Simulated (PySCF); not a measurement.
Bonds broken one at a time in the series vinyl-X. All species are isolated molecules in the gas phase. One relaxed conformer stands for each flexible species; it need not be the lowest. Strings in code marks are SMILES.

All values below come from PBE-D3(BJ)/def2-TZVP // CAM-B3LYP-D3(BJ)/def2-TZVP in PySCF. 

A: radical fragment (`[OH]`)
B: whole molecule (`C=CBr`)
C: radical fragment (`C=C[O]`)
D: radical fragment (`[NH2]`)

### Question
A design calls for the highest dipole moment in this set. Which member fits?

### Answer
C (2.79 D); next is D (1.90 D).
